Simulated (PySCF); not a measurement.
Molecule: `ClS(C)(=O)=O`, CH3ClO2S.

Geometry:
```csv
atom,x (Å),y (Å),z (Å)
C1,-0.034,2.481,1.740
S2,1.706,2.137,1.813
O3,2.166,1.719,0.509
O4,1.993,1.379,3.009
Cl5,2.419,4.086,2.128
H6,-0.343,2.900,2.704
H7,-0.213,3.174,0.910
H8,-0.514,1.509,1.556
```

Geometry PBE0-D3(BJ)/def2-SVP throughout; GIAO in PySCF 2.14.0 with density-fitted response routines, gas phase, one conformer, non-relativistic; equivalent atoms averaged; basis pcSseg-2.

Question: How do the absolute shieldings σ depend on the functional? (ppm; last column core-seconds on 1 thread of an AMD EPYC 7R32, shared host; the GGAs took longer than the global hybrids here, which isn't the general rule, and the cause wasn't traced)

Answer: 
```csv
functional,kind,C1,S2,O3/O4,Cl5,H6/H7/H8,core-s
HF,Hartree–Fock,142.5,138.7,70.1,402.7,28.74,11
LDA,LDA,120.1,105.4,-32.3,180.1,27.51,26
PBE,GGA,122.5,132.9,-19.3,236.9,27.99,31
BLYP,GGA,117.4,108.6,-23.3,206.4,28.17,31
BP86,GGA,122.0,126.9,-19.8,228.3,28.04,31
OPBE,GGA,131.1,175.5,-0.4,300.3,28.05,31
KT2,GGA,126.6,170.6,-17.0,275.0,28.01,31
KT3,GGA,127.6,178.0,-5.8,294.8,28.20,31
B97-D,GGA,123.4,132.4,-9.2,242.9,28.20,31
B3LYP,global hybrid,122.7,105.7,-6.1,240.5,28.25,17
PBE0,global hybrid,128.9,129.4,2.4,280.5,28.15,17
mPW1PW91,global hybrid,128.2,124.5,1.9,275.8,28.20,17
```

Question: Which nucleus moves most, in ppm?

Answer: Cl5 (chlorine bonded to S): from 180.1 ppm with LDA to 402.7 ppm with HF. The smallest spread is 1.23 ppm, at H6/H7/H8. Proton shifts span only some 12 ppm, so a few tenths of a ppm matter as much there as several ppm in carbon.
